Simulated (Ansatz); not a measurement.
in.yaml

```yaml
crystal:
  periodic: [false, false, false]
  atoms:
    - {symbol: B, position_ang: [0.000000, 0.000000, 3.141016]}
    - {symbol: Al, position_ang: [0.000000, 0.000000, -1.069623]}
    - {symbol: H, position_ang: [0.000000, -2.857937, -2.528650]}
    - {symbol: H, position_ang: [0.000000, 2.857937, -2.528650]}
basis:
  gaussian: {orbitals: def2-SVPD}
magnetization: {spin_polarized: false, initial_magnetization: 2}
correlation: {method: ccsd_t, electrons: valence}
```

```sh
$ ansatz run in.yaml --threads 1 --pin off --events-out ev --progress --plain --max-ram 2393MiB
```

Task: Roughly how long does this take on 1 thread of Intel Xeon Platinum 8488C, shared host, and how much host memory?

Result: 30 s wall and 0.21 GiB.

```
569 factors; integrals over basis functions are off by at most 3.0e-4 eV
mean field evaluation 1: about -7269.4099 eV, gradient 8.4e0 eV
mean field evaluation 2: about -7269.4102 eV, gradient 8.4e0 eV
mean field evaluation 4: about -7271.4872 eV, gradient 1.9e0 eV
mean field evaluation 8: about -7271.5422 eV, gradient 1.6e-1 eV
mean field evaluation 16: about -7271.5429 eV, gradient 3.5e-3 eV
mean field evaluation 32: about -7272.5874 eV, gradient 6.0e-5 eV
mean field evaluation 64: about -7271.5391 eV, gradient 1.6e-1 eV
mean field evaluation 96: about -7271.4444 eV, gradient 6.7e-2 eV
mean field evaluation 128: about -7270.8837 eV, gradient 1.9e-6 eV
mean field evaluation 160: about -7272.5828 eV, gradient 4.0e-1 eV
...
mean field evaluation 1376: about -7273.5669 eV, gradient 4.8e-1 eV
mean field evaluation 1408: about -7273.5795 eV, gradient 5.8e-3 eV
mean field evaluation 1440: about -7273.4161 eV, gradient 3.2e-1 eV
mean field evaluation 1472: about -7271.5809 eV, gradient 5.5e0 eV
mean field evaluation 1504: about -7273.4040 eV, gradient 6.8e-5 eV
mean field evaluation 1536: about -7273.0179 eV, gradient 3.2e-1 eV
mean field evaluation 1568: about -7273.6130 eV, gradient 1.8e-6 eV
mean field evaluation 1600: about -7271.4444 eV, gradient 1.5e-2 eV
mean field evaluation 1632: about -7271.4555 eV, gradient 1.1e-6 eV
determinant -7272.58743697 eV, -267.2626587717 hartree, with singles and doubles -7276.93422708 eV, -267.4224003620 hartree
determinant -7272.52119406 eV, -267.2602243899 hartree, with singles and doubles -7276.89013504 eV, -267.4207800095 hartree
determinant -7272.50999678 eV, -267.2598128972 hartree, with singles and doubles -7276.87728977 eV, -267.4203079546 hartree
determinant -7271.54290304 eV, -267.2242728578 hartree, with singles and doubles -7276.87869138 eV, -267.4203594626 hartree
determinant -7271.52899739 eV, -267.2237618349 hartree, with singles and doubles -7276.13034096 eV, -267.3928580921 hartree
determinant -7271.45547524 eV, -267.2210599454 hartree, with singles and doubles -7276.76940172 eV, -267.4163431418 hartree
determinant -7271.44443264 eV, -267.2206541373 hartree, with singles and doubles -7276.75874942 eV, -267.4159516769 hartree
determinant -7271.01018195 eV, -267.2046957190 hartree, with singles and doubles -7276.22382499 eV, -267.3962935667 hartree
determinant -7270.96362379 eV, -267.2029847383 hartree, with singles and doubles -7276.25590028 eV, -267.3974723118 hartree
determinant -7270.89094983 eV, -267.2003140195 hartree, with singles and doubles -7275.72894070 eV, -267.3781069046 hartree
determinant -7270.88372867 eV, -267.2000486466 hartree, with singles and doubles -7275.72632786 eV, -267.3780108845 hartree
determinant -7270.46092805 eV, -267.1845110105 hartree, with singles and doubles -7275.36562233 eV, -267.3647552007 hartree
determinant -7269.60921370 eV, -267.1532110855 hartree, with singles and doubles -7274.86571854 eV, -267.3463840752 hartree
determinant -7272.58743697 eV, -267.2626587717 hartree, with singles and doubles -7276.90332373 eV, -267.4212646849 hartree
determinant -7272.52119406 eV, -267.2602243899 hartree, with singles and doubles -7276.85928217 eV, -267.4196461874 hartree
determinant -7272.50999678 eV, -267.2598128972 hartree, with singles and doubles -7276.84748421 eV, -267.4192126204 hartree
determinant -7271.54290304 eV, -267.2242728578 hartree, with singles and doubles -7276.82279071 eV, -267.4183051511 hartree
determinant -7272.58743697 eV, -267.2626587717 hartree, with singles and doubles -7276.91564228 eV, -267.4217173834 hartree
determinant -7272.52119406 eV, -267.2602243899 hartree, with singles and doubles -7276.87097610 eV, -267.4200759315 hartree
determinant -7272.50999678 eV, -267.2598128972 hartree, with singles and doubles -7276.85822844 eV, -267.4196074634 hartree
determinant -7271.54290304 eV, -267.2242728578 hartree, with singles and doubles -7276.90449168 eV, -267.4213076062 hartree
determinant -7271.45547524 eV, -267.2210599454 hartree, with singles and doubles -7276.84814560 eV, -267.4192369260 hartree
determinant -7271.44443264 eV, -267.2206541373 hartree, with singles and doubles -7276.83647291 eV, -267.4188079624 hartree
determinant -7270.77256246 eV, -267.1959633637 hartree, with singles and doubles -7276.93805635 eV, -267.4225410853 hartree
determinant -7270.77256246 eV, -267.1959633637 hartree, with singles and doubles -7276.92292374 eV, -267.4219849718 hartree
unrestricted determinant -7273.61295739 eV, -267.3003459523 hartree, S^2 2.8076
6 core orbitals not correlated: weight in the atoms' cores, before any rotation towards them, 1.000 or more for the frozen orbitals, at most 0.000 for the correlated occupied ones
reference -7272.58743697 eV, -267.2626587717 hartree; 5, 3 occupied and 49, 51 virtual orbitals, 569 factors
second order -2.72539012 eV of doubles, -0.06578070 eV of singles
cycle   1  -4.32820575 eV  change   -4.3e-7 eV  update   9.0e-6
perturbative correction -0.16925896 eV, -0.0062201521 hartree
Total energy: -7277.08490168 eV, -267.4279375514 hartree
```
